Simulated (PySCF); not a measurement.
## Atomic charges against the basis set

Compound: C4H6S.
Atom-mapped SMILES: `[CH3:1][C:2]#[C:3][CH2:4][SH:5]` (hydrogens: H6, H7, H8 on C1; H9, H10 on C4; H11 on S5)

PBE0 throughout (PySCF), one geometry, spherical d and f functions. Isolated species at its PBE0-D3(BJ)/def2-SVP geometry (one conformer only). Atoms taken as equivalent share a column and are averaged. The first 7 of 8 kinds of atom are listed.

Mulliken charges (e):

```json
{"basis": "STO-3G", "functions": "35", "C1": "-0.249", "C2": "-0.053", "C3": "-0.065", "C4": "-0.238", "S5": "+0.094", "H6/H7/H8": "+0.104", "H9/H10": "+0.104"}
{"basis": "6-31G", "functions": "61", "C1": "-0.509", "C2": "-0.077", "C3": "+0.011", "C4": "-0.661", "S5": "+0.069", "H6/H7/H8": "+0.204", "H9/H10": "+0.241"}
{"basis": "pcSseg-0", "functions": "61", "C1": "-0.588", "C2": "-0.158", "C3": "-0.103", "C4": "-0.743", "S5": "-0.004", "H6/H7/H8": "+0.264", "H9/H10": "+0.315"}
{"basis": "6-31G*", "functions": "86", "C1": "-0.648", "C2": "+0.026", "C3": "+0.089", "C4": "-0.643", "S5": "-0.056", "H6/H7/H8": "+0.212", "H9/H10": "+0.238"}
{"basis": "def2-SVP", "functions": "104", "C1": "+0.001", "C2": "-0.200", "C3": "-0.096", "C4": "-0.119", "S5": "-0.092", "H6/H7/H8": "+0.072", "H9/H10": "+0.105"}
{"basis": "cc-pVDZ", "functions": "104", "C1": "-0.024", "C2": "-0.210", "C3": "-0.010", "C4": "-0.212", "S5": "-0.097", "H6/H7/H8": "+0.081", "H9/H10": "+0.106"}
{"basis": "pcSseg-1", "functions": "122", "C1": "-0.217", "C2": "-0.221", "C3": "-0.046", "C4": "-0.357", "S5": "-0.116", "H6/H7/H8": "+0.151", "H9/H10": "+0.182"}
{"basis": "aug-cc-pVDZ", "functions": "173", "C1": "+0.178", "C2": "-0.503", "C3": "+0.117", "C4": "-0.109", "S5": "+0.101", "H6/H7/H8": "+0.029", "H9/H10": "+0.017"}
{"basis": "6-311+G(2d,p)", "functions": "179", "C1": "-0.920", "C2": "+0.388", "C3": "+0.249", "C4": "-0.542", "S5": "-0.182", "H6/H7/H8": "+0.172", "H9/H10": "+0.188"}
{"basis": "def2-TZVP", "functions": "197", "C1": "-0.452", "C2": "+0.020", "C3": "-0.047", "C4": "-0.261", "S5": "-0.205", "H6/H7/H8": "+0.157", "H9/H10": "+0.160"}
{"basis": "cc-pVTZ", "functions": "238", "C1": "-0.319", "C2": "-0.021", "C3": "+0.013", "C4": "-0.255", "S5": "-0.142", "H6/H7/H8": "+0.121", "H9/H10": "+0.131"}
{"basis": "IGLO-III", "functions": "244", "C1": "-0.339", "C2": "-0.080", "C3": "-0.009", "C4": "-0.419", "S5": "+0.134", "H6/H7/H8": "+0.137", "H9/H10": "+0.166"}
```

IAO charges (e):

```
        basis  functions      C1      C2      C3      C4      S5  H6/H7/H8  H9/H10
       STO-3G         35  -0.415  -0.039  -0.059  -0.372  +0.094    +0.155  +0.151
        6-31G         61  -0.449  -0.035  -0.078  -0.353  -0.081    +0.174  +0.186
     pcSseg-0         61  -0.441  -0.040  -0.076  -0.363  -0.075    +0.172  +0.186
       6-31G*         86  -0.429  -0.038  -0.079  -0.342  -0.053    +0.168  +0.176
     def2-SVP        104  -0.421  -0.042  -0.077  -0.338  -0.050    +0.165  +0.173
      cc-pVDZ        104  -0.429  -0.043  -0.081  -0.339  -0.059    +0.168  +0.176
     pcSseg-1        122  -0.427  -0.045  -0.085  -0.341  -0.057    +0.169  +0.177
  aug-cc-pVDZ        173  -0.437  -0.045  -0.084  -0.341  -0.072    +0.172  +0.180
6-311+G(2d,p)        179  -0.440  -0.046  -0.084  -0.348  -0.060    +0.173  +0.181
    def2-TZVP        197  -0.439  -0.046  -0.083  -0.349  -0.054    +0.173  +0.180
      cc-pVTZ        238  -0.440  -0.045  -0.083  -0.348  -0.061    +0.173  +0.181
     IGLO-III        244  -0.441  -0.048  -0.083  -0.351  -0.052    +0.173  +0.181
```

Hirshfeld charges (e):

```tsv
basis	functions	C1	C2	C3	C4	S5	H6/H7/H8	H9/H10
STO-3G	35	-0.004	-0.082	-0.095	+0.016	-0.007	+0.031	+0.028
6-31G	61	-0.073	-0.060	-0.087	-0.034	-0.084	+0.056	+0.059
pcSseg-0	61	-0.079	-0.057	-0.087	-0.040	-0.062	+0.056	+0.052
6-31G*	86	-0.074	-0.062	-0.084	-0.034	-0.090	+0.056	+0.060
def2-SVP	104	-0.092	-0.055	-0.081	-0.053	-0.053	+0.058	+0.055
cc-pVDZ	104	-0.087	-0.058	-0.081	-0.050	-0.061	+0.058	+0.056
pcSseg-1	122	-0.094	-0.053	-0.078	-0.058	-0.059	+0.059	+0.056
aug-cc-pVDZ	173	-0.103	-0.053	-0.079	-0.071	-0.047	+0.062	+0.060
6-311+G(2d,p)	179	-0.095	-0.057	-0.083	-0.068	-0.049	+0.060	+0.060
def2-TZVP	197	-0.098	-0.055	-0.080	-0.066	-0.054	+0.061	+0.060
cc-pVTZ	238	-0.099	-0.054	-0.078	-0.064	-0.055	+0.061	+0.060
IGLO-III	244	-0.103	-0.056	-0.082	-0.071	-0.036	+0.062	+0.058
```

ESP-fitted charges (e):

```json
{"basis": "STO-3G", "functions": "35", "C1": "-0.520", "C2": "+0.117", "C3": "-0.189", "C4": "-0.098", "S5": "-0.169", "H6/H7/H8": "+0.165", "H9/H10": "+0.109"}
{"basis": "6-31G", "functions": "61", "C1": "-0.517", "C2": "+0.108", "C3": "-0.198", "C4": "-0.197", "S5": "-0.358", "H6/H7/H8": "+0.177", "H9/H10": "+0.187"}
{"basis": "pcSseg-0", "functions": "61", "C1": "-0.630", "C2": "+0.145", "C3": "-0.234", "C4": "-0.170", "S5": "-0.369", "H6/H7/H8": "+0.208", "H9/H10": "+0.182"}
{"basis": "6-31G*", "functions": "86", "C1": "-0.552", "C2": "+0.103", "C3": "-0.162", "C4": "-0.299", "S5": "-0.294", "H6/H7/H8": "+0.186", "H9/H10": "+0.209"}
{"basis": "def2-SVP", "functions": "104", "C1": "-0.485", "C2": "+0.078", "C3": "-0.180", "C4": "-0.244", "S5": "-0.270", "H6/H7/H8": "+0.171", "H9/H10": "+0.188"}
{"basis": "cc-pVDZ", "functions": "104", "C1": "-0.497", "C2": "+0.080", "C3": "-0.174", "C4": "-0.267", "S5": "-0.268", "H6/H7/H8": "+0.174", "H9/H10": "+0.196"}
{"basis": "pcSseg-1", "functions": "122", "C1": "-0.509", "C2": "+0.086", "C3": "-0.196", "C4": "-0.244", "S5": "-0.294", "H6/H7/H8": "+0.179", "H9/H10": "+0.195"}
{"basis": "aug-cc-pVDZ", "functions": "173", "C1": "-0.551", "C2": "+0.097", "C3": "-0.169", "C4": "-0.277", "S5": "-0.265", "H6/H7/H8": "+0.187", "H9/H10": "+0.200"}
{"basis": "6-311+G(2d,p)", "functions": "179", "C1": "-0.576", "C2": "+0.092", "C3": "-0.151", "C4": "-0.328", "S5": "-0.261", "H6/H7/H8": "+0.195", "H9/H10": "+0.214"}
{"basis": "def2-TZVP", "functions": "197", "C1": "-0.572", "C2": "+0.102", "C3": "-0.177", "C4": "-0.273", "S5": "-0.261", "H6/H7/H8": "+0.193", "H9/H10": "+0.199"}
{"basis": "cc-pVTZ", "functions": "238", "C1": "-0.549", "C2": "+0.090", "C3": "-0.170", "C4": "-0.270", "S5": "-0.260", "H6/H7/H8": "+0.188", "H9/H10": "+0.197"}
{"basis": "IGLO-III", "functions": "244", "C1": "-0.547", "C2": "+0.066", "C3": "-0.113", "C4": "-0.401", "S5": "-0.216", "H6/H7/H8": "+0.188", "H9/H10": "+0.226"}
```

Some averages cover members that differ in this geometry, most widely: H9/H10, ESP-fitted in 6-311+G(2d,p) +0.162 to +0.267; H9/H10, ESP-fitted in aug-cc-pVDZ +0.149 to +0.251; H9/H10, ESP-fitted in def2-TZVP +0.149 to +0.249; H9/H10, ESP-fitted in IGLO-III +0.177 to +0.275 e.

Task: Which scheme is steadiest as the basis changes?

Result: Largest range over the bases for any column: Hirshfeld 0.10 e, IAO 0.17 e, ESP-fitted 0.30 e, Mulliken 1.10 e. Hirshfeld charges move least and Mulliken charges most, counted in e. Without the minimal STO-3G basis the ranges are Hirshfeld 0.05, IAO 0.03, ESP-fitted 0.23, Mulliken 1.10 e.

Task: How much do the charges still move between the two largest bases, cc-pVTZ and IGLO-III?

Result: At most, over all atoms: Mulliken 0.276 e, IAO 0.009 e, Hirshfeld 0.019 e, ESP-fitted 0.131 e.

Task: What do the same runs give for the total energy, the frontier levels and the dipole moment?

Result: 
```tsv
basis	energy (Eh)	HOMO (eV)	LUMO (eV)	μ (D)
STO-3G	-547.5480	-3.60	4.47	1.02
6-31G	-553.7403	-6.80	0.70	2.33
pcSseg-0	-553.0153	-6.94	0.57	2.34
6-31G*	-553.8009	-6.71	0.53	2.00
def2-SVP	-553.5907	-6.69	0.66	1.78
cc-pVDZ	-553.8377	-6.70	0.59	1.81
pcSseg-1	-553.7901	-6.86	0.36	1.93
aug-cc-pVDZ	-553.8480	-6.87	-0.26	1.84
6-311+G(2d,p)	-553.8828	-6.86	-0.04	1.83
def2-TZVP	-553.8968	-6.84	0.24	1.77
cc-pVTZ	-553.8990	-6.84	0.30	1.79
IGLO-III	-553.8981	-6.79	0.24	1.60
```

The dipole is fixed by the density alone, so its range of 1.32 D shows that the density itself changes with the basis, not only its division among atoms.
